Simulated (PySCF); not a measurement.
**CH3O, SMILES `C[O]` (charge 0, multiplicity 2)**

Level of theory: PySCF with PBE0-D4/def2-TZVP.

| Quantity | Value |
|---|---|
| highest occupied spin orbital | -7.73 eV |
| dipole moment | 2.02 D |
| total energy | -3128.47 eV |
| cost | about 30 core-seconds (a rough figure) |

Bond lengths (Å): C1–O2 1.355, C1–H3 1.100, C1–H4 1.100, C1–H5 1.108. Angles (°): O2–C1–H3 113.4, O2–C1–H4 113.5, O2–C1–H5 105.3, H3–C1–H4 111.5, H3–C1–H5 106.1, H4–C1–H5 106.3.
Charge 0, spin multiplicity 2.
